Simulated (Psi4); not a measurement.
Psi4 input (wB97X-D/6-31G*):

```
memory 1500 MB

molecule {
1 1
Si   -0.00208985    0.00098185    0.08026338
H     0.00076796    1.40657062   -0.39205880
H     1.23601882   -0.70198617   -0.33410250
H    -1.20752894   -0.71833034   -0.39752608
symmetry c1
no_reorient
no_com
}

set {
  basis 6-31G*
  reference rks
  scf_type pk
  dft_radial_points 99
  dft_spherical_points 590
  e_convergence 1e-8
  d_convergence 1e-7
  maxiter 150
}

e = energy('wb97x-d')
print_out(f'\nFINAL {e:.10f} DIPOLE {variable("CURRENT DIPOLE")[0]:.6f} {variable("CURRENT DIPOLE")[1]:.6f} {variable("CURRENT DIPOLE")[2]:.6f}\n')
```

What final total energy does it give?

-290.87868 Eh.
